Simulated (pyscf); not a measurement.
H₃Si–SiH₂–SiH₃ + H atom (H•) → H₃Si–SiH•–SiH₃ + hydrogen (H₂), a hydrogen abstraction (doublet surface; H–Si broken, H–H formed). Structures and frequencies: ωB97X-D3(BJ)/def2-SVP in PySCF. Energies in eV from the separated reactants.

Small-basis levels: PySCF, no dispersion term, spherical d functions. Open shells are spin-unrestricted. 

### Question
In single points HF/STO-3G puts the saddle at 0.48 eV and the reaction energy at -0.52 eV. Should these be trusted to within a few kcal/mol? Compare with ωB97M-D3(BJ)/def2-TZVP.

### Answer
ωB97M-D3(BJ)/def2-TZVP gives ΔE‡ = 0.15 eV and ΔE = -0.76 eV. HF/STO-3G lies 0.32 eV over it in the barrier and 0.24 eV over it in the reaction energy, so on this step it does not hold to within 0.13 eV. ωB97M-D3(BJ)/def2-TZVP has limits of its own. This is the saddle that the search found; another between the same sides may lie lower. The angle at the transferred H is 178°.
